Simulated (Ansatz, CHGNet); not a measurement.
Rock-salt HfC, elastic constant C11

Reference value: 500 GPa (measured, temperature not stated, not corrected to a static lattice; as tabulated in Wu et al. (2005), arXiv:cond-mat/0412374).

```csv
level (code),value (GPa),cell (Å³/atom)
CHGNet-r²SCAN,263,12.44
LDA (Ansatz),…,11.95
PBE (Ansatz),497,12.58
PBEsol (Ansatz),538,12.22
PBE-D3(BJ) (Ansatz),531,12.32
r²SCAN (Ansatz),…,12.49
HSE06 (Ansatz),533,12.50
```

**Question.** Complete the blanks.

**Answer.** 
- LDA (Ansatz, a program for electronic structure), value (GPa): 567
- r²SCAN (Ansatz), value (GPa): 518

Differences against the reference: CHGNet-r²SCAN -47 %, LDA +13.4 %, PBE -0.6 %, PBEsol +7.6 %, PBE-D3(BJ) +6.2 %, r²SCAN +3.6 %, HSE06 +6.6 %.

The reference's temperature isn't stated, so close values are not ranked against it. Off by more than 25 %, or 35 % on the side where a correction would as a rule narrow the miss (bounds picked here): CHGNet-r²SCAN (-47 %).

The reference isn't brought to a static lattice, while the calculations are for one, so the differences are not the levels' errors alone. A static lattice is as a rule stiffer than a warm one, by over a tenth in soft solids.  Density-functional levels without +SOC have no spin–orbit coupling. PBE-D3(BJ): the dispersion coefficients are held fixed in the derivatives. HSE06: hybrids on metals are sensitive to the k mesh. HSE06: the run warned that the count of filled bands differs between k points. Each level is taken at its own relaxed cell. Cutoffs and k meshes differ between the levels. Ansatz's density-functional and Hartree–Fock values are scalar-relativistic unless marked +SOC, with PAW data made under PBE.

Machine-learned potentials (CHGNet-r²SCAN) are trained on DFT data: a solid inside that data is no test of them.

Differences are worked out from the printed values.
